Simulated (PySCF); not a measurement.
# trans-2,3-Dimethylthiirane (C₄H₈S): electronic excitations and core binding energies

Wanted: the electronic excitations and core binding energies of trans-2,3-Dimethylthiirane (C₄H₈S) (`C[C@@H]1S[C@H]1C`), by calculation.

Computed with PySCF 2.14.0, with density-fitted response routines of our own, on a single molecule in the gas phase. Atoms count from 0, in the outputs and in this text.

## (1) The molecule as given

13 atoms, charge 0, multiplicity 1; geometry from: GFN2-xTB.

Bonds of the start (Å): C0–C1 1.50, C1–S2 1.81, S2–C3 1.81, C3–C4 1.50, C3–C1 1.48, C0–H5 1.09, C0–H6 1.09, C0–H7 1.09, C1–H8 1.09, C3–H9 1.09, C4–H10 1.09, C4–H11 1.09, C4–H12 1.09.

## (2) TDDFT and polarisability: PBE0/def2-SVPD

Job settings and geometry (Å):

```
{"job": {"kind": "uv", "xc": "PBE0", "basis": "def2-SVPD", "nstates": 8, "ntriplets": 3}, "charge": 0, "multiplicity": 1}
C      1.858548     0.459908     0.469172
C      0.653413    -0.398296     0.202429
S      0.353661    -0.938264    -1.501900
C     -0.569680     0.175399    -0.409672
C     -1.936099    -0.255989     0.045128
H      1.745501     0.959294     1.431066
H      1.971557     1.212231    -0.308181
H      2.761305    -0.146440     0.498046
H      0.502182    -1.197878     0.922025
H     -0.508078     1.211903    -0.728802
H     -1.934454    -1.310555     0.311362
H     -2.669419    -0.098750    -0.742957
H     -2.232825     0.327922     0.915965
```

Method: TDDFT PBE0/def2-SVPD, vertical, gas phase, core orbitals frozen in the response.

**Question.** This job is followed by: delta-SCF UKS SCAN, pcX-2 on the ionised atom, pcseg-1 elsewhere, spin-free X2C. What will the session give for the following? lowest singlet (PBE0/def2-SVPD); brightest single state of those computed; lowest triplet; C1s binding energies, SCAN/pcX-2; S1s binding energies, SCAN/pcX-2; S2p binding energies, SCAN/pcX-2.

The runs gave:

```
                                quantity                        value
         lowest singlet (PBE0/def2-SVPD)  4.91 eV (253 nm), f = 0.000
brightest single state of those computed  state 3, 6.28 eV, f = 0.048
                          lowest triplet                      4.47 eV
        C1s binding energies, SCAN/pcX-2      C1 291.37, C0 290.83 eV
        S1s binding energies, SCAN/pcX-2                S2 2476.37 eV
        S2p binding energies, SCAN/pcX-2                 S2 169.02 eV
```

**Reading.** The lowest singlet, at 4.91 eV, is HOMO→LUMO 0.98 and is dark; of the 8 states computed, the strongest absorption comes from states 7 to 8 together at 7.59 eV (the last computed, so partners may be missing). The lowest triplet lies 0.44 eV below the lowest singlet (triplets in Tamm-Dancoff, singlets in full TDDFT). C1 (thiirane ring carbon) binds its C1s electron 0.55 eV more tightly than C0 (methyl carbon).
